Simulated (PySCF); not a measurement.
**MgCl at BHandHLYP**

Computed with BHandHLYP; basis Mg x2c-TZVPPall, Cl x2c-TZVPPall; spin-free X2C with a Gaussian nucleus; PySCF 2.14.

- state: ²Σ⁺ (doublet), unpaired electrons σ ↑
- bond length: 2.205 Å
- harmonic wavenumber: 462 cm⁻¹
- force constant: 1.79 mdyn/Å
- rotational constant Be: 0.2437 cm⁻¹
- anharmonicity ωexe: 2.04 cm⁻¹
- vibration–rotation constant αe: 0.00160 cm⁻¹
- well depth De to Mg + Cl: 298 kJ/mol
- dissociation energy D0: 295 kJ/mol
- bond order (Mayer): 0.89
- dipole moment (positive dipole means Mg(−)Cl(+)): -3.49 D

The state is the lowest determinant that a PBE0 search found; another state may lie lower at other levels.
